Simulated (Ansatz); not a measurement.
Stretching doublet SiN

The Si–N distance is varied.

Basis set: def2-SVP (spherical functions). Charge 0, multiplicity 2.

Computed with Ansatz (development build ahead of 0.2.0), each point on the determinant that the search for low states chose. Each curve is measured from its own lowest point listed. The UHF curve may step between solutions. The PBE0 (unrestricted) curve may step between solutions.

```csv
r(Si–N) (Å),UHF (eV)
1.570,0.000
1.884,0.092
2.198,0.952
2.512,1.129
2.826,1.120
3.140,1.103
3.611,1.095
4.082,1.096
4.710,1.099
```

(1) Give the PBE0 (unrestricted) curve at the same distances.

## Answers

(1)

| r (Å) | E (eV) |
| --- | --- |
| 1.570 | 0.000 |
| 1.884 | 0.860 |
| 2.198 | 2.218 |
| 2.512 | 3.202 |
| 2.826 | 3.727 |
| 3.140 | 3.982 |
| 3.611 | 4.158 |
| 4.082 | 4.229 |
| 4.710 | 4.262 |

Caution at some points: the unrestricted determinant is a mixture of spin states. Caution for PBE0 (unrestricted) at some points: charge can spread falsely over distant fragments.
